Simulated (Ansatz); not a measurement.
**CH₅AlSi (SMILES [CH2]1[AlH][SiH2]1): one structure at several levels**

One table from this session's results is given with a row withheld; the runs are named, their logs left out.

The runs use Ansatz 0.2.0, Gaussian basis; single points in def2-TZVPP.

Cores are frozen in the correlated methods.

**The starting structure**

8 atoms, charge 0, spin multiplicity 1.

Atoms are counted from 1 here; the program's logs count them from 0.

Bond lengths: C1–Al2 2.024 Å, C1–Si3 2.100 Å, C1–H4 1.125 Å, C1–H5 1.176 Å, Al2–Si3 2.516 Å, Al2–H6 1.452 Å, Si3–H7 1.369 Å, Si3–H8 1.491 Å. Angles: Al2–C1–Si3 75.1°, Al2–C1–H4 119.7°, Al2–C1–H5 124.4°, Si3–C1–H4 104.1°, Si3–C1–H5 107.4°, H4–C1–H5 113.4°, C1–Al2–Si3 53.8°, C1–Al2–H6 155.6°, Si3–Al2–H6 149.6°, C1–Si3–Al2 51.1°, C1–Si3–H7 112.1°, C1–Si3–H8 118.6°, Al2–Si3–H7 126.4°, Al2–Si3–H8 134.1°, H7–Si3–H8 99.4°.

As a file:

```xyz
8
charge 0, multiplicity 1
C    -0.51070    0.38360   -0.78640
Al    0.05870    1.39780    0.87030
Si    0.48690   -1.03560    0.39720
H    -1.56040   -0.01280   -0.86360
H     0.04670    0.43300   -1.82060
H     0.07110    2.51500    1.79770
H     1.58020   -1.55880   -0.23900
H    -0.22110   -2.30060    0.74540
```

Set-up of the first run:

Input file run/in.yaml:

```yaml
crystal:
  periodic: [false, false, false]
  atoms:
    - {symbol: C, position_ang: [-0.510700, 0.383600, -0.786400]}
    - {symbol: Al, position_ang: [0.058700, 1.397800, 0.870300]}
    - {symbol: Si, position_ang: [0.486900, -1.035600, 0.397200]}
    - {symbol: H, position_ang: [-1.560400, -0.012800, -0.863600]}
    - {symbol: H, position_ang: [0.046700, 0.433000, -1.820600]}
    - {symbol: H, position_ang: [0.071100, 2.515000, 1.797700]}
    - {symbol: H, position_ang: [1.580200, -1.558800, -0.239000]}
    - {symbol: H, position_ang: [-0.221100, -2.300600, 0.745400]}
basis:
  gaussian: {orbitals: def2-TZVPP}
correlation: {method: ccsd_t}
output: {forces: true}
```

No record of the launch command was kept for these runs.

Among the steps run: CCSD(T)/def2-TZVPP; PBE0-D4/def2-TZVPP; wB97M-V/def2-TZVPP; r2SCAN-D4/def2-TZVPP; PBE-D4/def2-TZVPP; LC-wPBE/def2-TZVPP; r2SCANh-D4/def2-TZVPP.

One table of the session follows, with a row left open; its other results are not shown here.

| method | RMS force component (eV/Å) | angle to CCSD(T) forces (°) | dipole (D) |
| --- | --- | --- | --- |
| CCSD(T) | 1.466 | reference | 2.05 |
| PBE0-D4 | 1.535 | 2.3 | 2.04 |
| wB97M-V | ? | ? | ? |
| r2SCAN-D4 | 1.512 | 2.3 | 2.04 |
| PBE-D4 | 1.494 | 4.3 | 1.96 |
| LC-wPBE | 1.604 | 4.9 | 2.12 |
| r2SCANh-D4 | 1.523 | 2.4 | 2.07 |

Q: Estimate the row for wB97M-V from the others.

The run gave: RMS force component (eV/Å): 1.497; angle to CCSD(T) forces (°): 3.5; dipole (D): 2.14. In the column «RMS force component (eV/Å)» it lies between PBE-D4 (1.494) and r2SCAN-D4 (1.512).
